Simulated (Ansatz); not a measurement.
A calculation with Ansatz (development build ahead of 0.2.0).

```yaml
crystal:
  periodic: [false, false, false]
  atoms:
    - { symbol: Si, position_ang: [0.00032, 0.00253, -0.08422] }
    - { symbol: H, position_ang: [-0.04831, 1.08354, 0.94131] }
    - { symbol: H, position_ang: [-0.02745, -1.12933, 0.91359] }
basis:
  gaussian: { orbitals: "6-31G" }
hamiltonian:
  xc: hf
correlation:
  method: mp2
  frozen_orbitals: { H: 0, Si: 5 }
```

The input is written out in the form of the current development build from the run's settings.

The run gave:

```json
{
  "Converged": "yes",
  "Reference energy": "-289.96921 hartree",
  "Correlation energy": "-0.04312 hartree",
  "Total energy": "-290.01233 hartree",
  "Spin squared of the determinant": "0.000"
}
```
